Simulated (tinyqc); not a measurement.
Inside a calculation. Method: ROHF in the sto-3g basis, for LiH, spin multiplicity 3. One step of it, computed by the program tinyqc.

Task: Orthogonalisation. S = U s U^T; symmetric (Loewdin) form X = U s^(-1/2) U^T, so that X^T S X = 1.

overlap S, lower triangle:
```
           1Li 1s    1Li 2s   1Li 2px   1Li 2py   1Li 2pz     2H 1s
1Li 1s   1.000000
1Li 2s   0.241137  1.000000
1Li 2px  0.000000  0.000000  1.000000
1Li 2py  0.000000  0.000000  0.000000  1.000000
1Li 2pz  0.000000  0.000000  0.000000  0.000000  1.000000
2H 1s    0.012623  0.228863  0.000000  0.000000  0.337711  1.000000
```

Give: eigenvalues of S; X.

Result:

eigenvalues of S: 0.5689  0.8085  1.0000  1.0000  1.1825  1.4401

X, lower triangle:
```
          1Li 1s   1Li 2s  1Li 2px  1Li 2py  1Li 2pz   2H 1s
1Li 1s    1.0234
1Li 2s   -0.1288   1.0468
1Li 2px   0.0000   0.0000   1.0000
1Li 2py   0.0000   0.0000   0.0000   1.0000
1Li 2pz  -0.0051   0.0342   0.0000   0.0000   1.0489
2H 1s     0.0174  -0.1320   0.0000   0.0000  -0.1893  1.0719
```
